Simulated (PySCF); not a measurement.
Calculation: PySCF with r2SCAN-D4/def2-TZVP. Gas-phase values, no solvent. One relaxed conformer stands for a flexible species; it need not be the lowest. Delta-SCF ions had no search for a lower state. 

Reference species (SMILES): `FB(F)F` (neutral, multiplicity 1).

```
Quantity                                  Result
--------------------------------------  --------
S1 oscillator strength                     0.000
vertical ionisation energy (Delta-SCF)  14.78 eV
```

Changed species: `OB(O)F` (H–O–B–F torsion 0°, F–B–O–H torsion 0°) (2 of 3 F replaced by OH; the reference has 0 of 3 F replaced by OH).

Task: Predict the effect on the S1 oscillator strength and vertical ionisation energy (Delta-SCF).

Result: the S1 oscillator strength stays essentially unchanged; the vertical ionisation energy (Delta-SCF) falls by 2.63 eV, to 12.15 eV.
